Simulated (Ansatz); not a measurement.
## LA phonon frequency at L of grey tin (α-Sn) at several levels of theory

No measured value is used here.

```json
[
 {"level (code)": "LDA (Ansatz)", "value (cm⁻¹)": "133", "cell (Å³/atom)": "33.89"},
 {"level (code)": "BLYP (Ansatz)", "value (cm⁻¹)": "119", "cell (Å³/atom)": "39.52"},
 {"level (code)": "PBE (Ansatz)", "value (cm⁻¹)": "126", "cell (Å³/atom)": "36.84"},
 {"level (code)": "PBEsol (Ansatz)", "value (cm⁻¹)": "130", "cell (Å³/atom)": "34.94"},
 {"level (code)": "PBEsol+SOC (Ansatz)", "value (cm⁻¹)": "129", "cell (Å³/atom)": "34.96"},
 {"level (code)": "revPBE (Ansatz)", "value (cm⁻¹)": "124", "cell (Å³/atom)": "37.77"},
 {"level (code)": "RPBE (Ansatz)", "value (cm⁻¹)": "124", "cell (Å³/atom)": "38.13"},
 {"level (code)": "PBE-D3(BJ) (Ansatz)", "value (cm⁻¹)": "130", "cell (Å³/atom)": "35.47"},
 {"level (code)": "r²SCAN (Ansatz)", "value (cm⁻¹)": "136", "cell (Å³/atom)": "35.38"},
 {"level (code)": "r²SCAN+rVV10 (Ansatz)", "value (cm⁻¹)": "136", "cell (Å³/atom)": "34.84"}
]
```

LDA, BLYP, PBE, PBEsol, PBEsol+SOC, revPBE, RPBE, PBE-D3(BJ), r²SCAN, r²SCAN+rVV10: the solid has no gap at this level, which affects its response. PBE-D3(BJ): the dispersion coefficients are held fixed in the derivatives. Each level is taken at its own relaxed cell. Cutoffs differ between the levels. Ansatz's density-functional and Hartree–Fock values are scalar-relativistic unless marked +SOC, with PAW data made under PBE.

Ansatz is a first-principles code.
